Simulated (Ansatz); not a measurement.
A nudged elastic band was laid between two geometries of AlH3O + H2 (7 atoms, charge 0, multiplicity 1).

The calculation used RKS B3LYP-D4/def2-SVP in Ansatz.

```
movable images  : 1
climbing image  : no
spring          : 5.0 eV/Å²
optimiser       : quadratic models (default)
start path      : through a guess of the saddle point
force threshold : 0.05 eV/Å
iteration limit : 60
end points      : relaxed
```

Image 0:

```xyz
7
Properties=species:S:1:pos:R:3
Al -0.052 -0.162 0.197
O -0.070 -0.622 1.846
H -0.855 -0.744 2.387
H 1.372 -0.123 -0.478
H -1.408 0.088 -0.583
H 0.107 2.347 0.540
H 0.145 2.064 1.247
```

Image 2:

```xyz
7
Properties=species:S:1:pos:R:3
Al 0.026 0.482 -0.150
O -0.034 0.145 1.864
H -0.826 -0.328 2.161
H 1.358 -0.262 -0.604
H -1.379 -0.218 -0.469
H 0.054 2.081 -0.049
H 0.040 0.947 2.404
```

What changes between the two ends?

Bonds broken: H6–H7. Bonds formed: Al1–H6, O2–H7. AlH3O + H2 becomes AlH5O.

What energy profile does the band end with?

It converged. The highest image is number 1 of 0 to 2, 0.89 eV above the first end and 0.62 eV above the last; the last end lies 0.27 eV above the first. No image climbed, so the highest image needn't sit at the top of the path. So few images can step over the top or miss a turn of the path. The orbitals stay closed-shell, which can raise the energy where a bond breaks towards radicals; this wasn't checked here.

```
image  path coordinate (Å)  energy (eV)  H6–H7 (Å)  Al1–H6 (Å)  O2–H7 (Å)
    0                 0.00         0.00       0.76        2.54       2.76
    1                 1.35         0.89       0.97        1.83       1.37
    2                 2.71         0.27       2.70        1.60       0.97
```

What is the geometry of the highest image?


```xyz
7
Properties=species:S:1:pos:R:3:forces:R:3
Al 0.019 0.195 0.039 -0.03 -0.30 0.13
O 0.001 -0.076 1.868 -0.01 -0.29 0.00
H -0.868 -0.260 2.248 0.00 -0.14 0.14
H 1.391 -0.057 -0.697 0.02 0.06 0.05
H -1.401 -0.071 -0.607 -0.02 0.11 -0.05
H 0.067 1.871 0.782 0.02 0.04 0.31
H 0.030 1.245 1.523 0.02 0.52 -0.58
```

Time of the run: 17 s on 1 thread of Arm Neoverse N1, on a shared host, peak memory 0.1 GiB.
